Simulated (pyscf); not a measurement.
Structures and frequencies: ωB97X-D3(BJ)/def2-SVP in PySCF.

Problem. Estimate the classical barrier height and the reaction energy of `[NH][Ti]([Cl])([Cl])[Cl]` [doublet] + `[H][H]` -> `[NH2][Ti]([Cl])([Cl])[Cl]` + `[H]` [doublet] at ωB97M-D3(BJ)/def2-TZVP. The step runs on the doublet surface, breaks H–H and forms H–N; take the separated reactants as zero.

Solution. ΔE‡ = 0.28 eV, ΔE = -0.49 eV. Zero-point energy shifts the barrier by +0.01 eV. It is a hydrogen abstraction, with an imaginary mode of 931i cm⁻¹. This is the saddle that the search found; another between the same sides may lie lower. The angle at the transferred H is 164°. Open-shell species with a d-block atom are single-reference here; other states, and whether the spin sits on metal or ligand, were not checked.
